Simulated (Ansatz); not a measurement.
# C₂H₆ (triplet): from Hartree-Fock to the top rungs at distance C1–H5 along a hydrogen transfer = 1.424 Å, cc-pVDZ

How much of the correlation energy of C₂H₆ (triplet) does each wave-function method recover here?

Computed with Ansatz 0.2.0, Gaussian basis. Level: cc-pVDZ, core rule «outside noble gas», up to 2 orbitals frozen.

Plan: UHF; CCSD(T) on ROHF; CCSD(T) on UHF; BCCD(T) on ROHF; CISD; CCSDT(Q) on ROHF; CCSDT(Q) on UHF; CASSCF and MRCISD+Q, 4 electrons in 4 orbitals; CASSCF and NEVPT2, 4 electrons in 4 orbitals; CASSCF and MRCISD+Q, 10 electrons in 10 orbitals; CASSCF and NEVPT4(SD), 10 electrons in 10 orbitals; CASSCF and NEVPT2, 10 electrons in 10 orbitals.

### Step 1. What is computed

The geometry derives from fragments relaxed apart (PBE0/def2-TZVP) and kept rigid, so it is no stationary point. A hydrogen atom is moved between rigid fragments.

8 atoms, charge 0, spin multiplicity 3.

Atoms are counted from 1 here; the program's logs count them from 0.

Bond lengths: C1–H2 1.090 Å, C1–H3 1.090 Å, C1–H4 1.090 Å, H5–C6 1.090 Å, C6–H7 1.079 Å, C6–H8 1.079 Å. Angles: H2–C1–H3 109.5°, H2–C1–H4 109.5°, H3–C1–H4 109.5°, H5–C6–H7 112.6°, H5–C6–H8 112.6°, H7–C6–H8 134.8°.

Coordinates:

```xyz
8
charge 0, multiplicity 3
C    -1.2117    0.0000    0.0000
H    -1.5749    1.0273    0.0000
H    -1.5749   -0.5137    0.8897
H    -1.5749   -0.5137   -0.8897
H     0.2123    0.0000    0.0000
C     1.3023    0.0000    0.0000
H     1.7167    0.0000    0.9962
H     1.7167    0.0000   -0.9962
```

### Step 2. UHF

Contents of in.yaml:

```yaml
crystal:
  periodic: [false, false, false]
  atoms:
    - {symbol: C, position_ang: [-1.211724, 0.000000, 0.000000]}
    - {symbol: H, position_ang: [-1.574930, 1.027300, 0.000000]}
    - {symbol: H, position_ang: [-1.574930, -0.513651, 0.889668]}
    - {symbol: H, position_ang: [-1.574929, -0.513650, -0.889669]}
    - {symbol: H, position_ang: [0.212276, 0.000000, 0.000000]}
    - {symbol: C, position_ang: [1.302276, 0.000000, 0.000000]}
    - {symbol: H, position_ang: [1.716744, 0.000000, 0.996162]}
    - {symbol: H, position_ang: [1.716744, 0.000000, -0.996161]}
basis:
  gaussian: {orbitals: cc-pVDZ}
magnetization: {spin_polarized: true, initial_magnetization: 2}
hamiltonian: {xc: hf}
output: {orbitals: {seedname: orbitals}}
```

Run with:

```console
> ansatz run in.yaml --threads 1 --pin off --events-out ev --progress --plain --max-ram 2816MiB --backend cpu
```

The runs that follow: CCSD(T) on ROHF; CCSD(T) on UHF; BCCD(T) on ROHF; CISD; CCSDT(Q) on ROHF; CCSDT(Q) on UHF; CASSCF and MRCISD+Q, 4 electrons in 4 orbitals; CASSCF and NEVPT2, 4 electrons in 4 orbitals; CASSCF and MRCISD+Q, 10 electrons in 10 orbitals; CASSCF and NEVPT4(SD), 10 electrons in 10 orbitals; CASSCF and NEVPT2, 10 electrons in 10 orbitals.

Q: Predict the results of all the runs planned. Wanted: UCCSDT(Q) below the RHF energy; RMP2 from UCCSDT(Q); UMP2 from UCCSDT(Q); RCCSD from UCCSDT(Q); RCCSD(T) from UCCSDT(Q); UCCSD(T) from UCCSDT(Q); RCCSDT(Q) from UCCSDT(Q); NEVPT2 pair from UCCSDT(Q); MRCISD+Q pair from UCCSDT(Q).

As calculated:

| quantity | value |
| --- | --- |
| UCCSDT(Q) below the RHF energy | -9.0135 eV |
| RMP2 from UCCSDT(Q) | +133.7 kJ/mol |
| UMP2 from UCCSDT(Q) | +136.6 kJ/mol |
| RCCSD from UCCSDT(Q) | +21.6 kJ/mol |
| RCCSD(T) from UCCSDT(Q) | +3.2 kJ/mol |
| UCCSD(T) from UCCSDT(Q) | +3.2 kJ/mol |
| RCCSDT(Q) from UCCSDT(Q) | +0.1 kJ/mol |
| NEVPT2 pair from UCCSDT(Q) | +137.6 kJ/mol |
| MRCISD+Q pair from UCCSDT(Q) | +10.2 kJ/mol |
| NEVPT2 frontier from UCCSDT(Q) | +138.9 kJ/mol |
| levels within 1 kcal/mol (43 meV) | RCCSD(T), UCCSD(T), BCCD(T), RCCSDT, UCCSDT, RCCSDT(Q) |
| T1 diagnostic | 0.019 |

What this shows: RCCSD(T) lands +3.2 kJ/mol from the yardstick (0.4 % of the correlation energy). Of the multireference levels listed MRCISD+Q frontier comes nearest in total energy (+5.3 kJ/mol), which doesn't show that its space is the better one. These misses are within one basis, not against nature; the frozen cores of restricted and unrestricted runs differ, which can shift their rows.
